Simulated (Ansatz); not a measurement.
Potential energy curve for BeH, doublet.

Method: full CI/cc-pVQZ, frozen core run with Ansatz (a quantum-chemistry and plane-wave program).

Problem. Relative to R = 1.36 Å, what are the energies at R = 1.09, 1.27, 1.57, 2.43 Å?

Solution. 25.3 mEh at 1.09 Å, 1.6 mEh at 1.27 Å, 9.3 mEh at 1.57 Å, 70.8 mEh at 2.43 Å.
